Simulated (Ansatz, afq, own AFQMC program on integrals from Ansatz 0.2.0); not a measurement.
# Where AFQMC and coupled cluster stand for CH$_{4}$Ge, singlet

```xyz
6

Ge    0.0000   -0.0285    0.3488
C     0.0000    0.0248   -1.6402
H     0.0000    1.5666    0.4808
H     0.0000   -0.9687   -2.0883
H     0.8762    0.5814   -1.9908
H    -0.8762    0.5814   -1.9908
```

Connectivity, by distances: GeH–CH3.

Basis cc-pVTZ. Only valence electrons are correlated. Integrals, coupled cluster, full CI and functionals: Ansatz 0.2.0; the random walks run on the same integrals in our own AFQMC program. The CISD trial takes its coefficients from CCSD amplitudes. Released means that phaseless walkers are propagated on without the constraint, phases kept. Free AFQMC starts from the CCSD state and is never constrained. Its projection time is finite, and what remains of the start isn't in its error. Error bars are statistical, one sigma. No spin–orbit coupling.

Determinant: UHF, the one that the program's search chose, which needn't be the lowest solution. The geometry is a PBE0/def2-TZVP stationary point of this or a neighbouring charge and spin state.

No full CI on the walks' own integrals is used here. The released AFQMC energy serves as the reference, which it does only where one determinant dominates, the energy is flat over the last release times and near the phaseless one (40 meV or 2 meV an electron, half that with transition metals). On small molecules, where full CI could be run and the noise was under 10 meV, such values lay within 10 meV of it in 19 cases of 20, a flattering rate, since the rule was set on those same cases; what remains of the bias isn't in the error bar.

Cautions: no relativity below Rb; no spin-orbit coupling; inner d shell frozen; an unrestricted solution with more broken spin lies lower (37 meV, ⟨S²⟩ 0.26), while this determinant keeps restricted orbitals; the ph-AFQMC/HF walk drifts between its halves (2.2 errors); the released value is read at 2.40 1/Eh (meV from the phaseless value at times in 1/Eh: -5 ± 6 at 0.24, -10 ± 4 at 0.51, -21 ± 4 at 0.99, -10 ± 5 at 1.62, -9 ± 8 at 2.40).

* T1 diagnostic: 0.0116
* weight of the determinant in the CISD state: 0.862
* ⟨S²⟩ of the determinant: 0.000
* size of the correlated space: 12 electrons in 114 orbitals

Reference: AFQMC with the constraint released, correlation energy -8.886 ± 0.008 eV.

```tsv
level	E − E(reference) (kJ/mol)	share of correlation (%)
HF	857.3 ± 0.7	0.00
MP2	120.7 ± 0.7	85.92
CCSD	33.1 ± 0.7	96.14
CCSD(T)	3.6 ± 0.7	99.58
ph-AFQMC/HF	-0.4 ± 2.8	100.05
ph-AFQMC/CISD	0.9 ± 0.9	99.90
free AFQMC	0.7 ± 1.3	99.92
```

Free projections are given only where their last times agree within the noise and don't stop above the reference; a slow remainder of the start can still hide under it. A walk keeps the symmetry of its determinant, which the program's search chose and which needn't be the lowest solution, so a lower state of the same spin and another symmetry isn't excluded. Released energies are given only where the last usable release times agree within the noise; a slower fall can still hide under it.
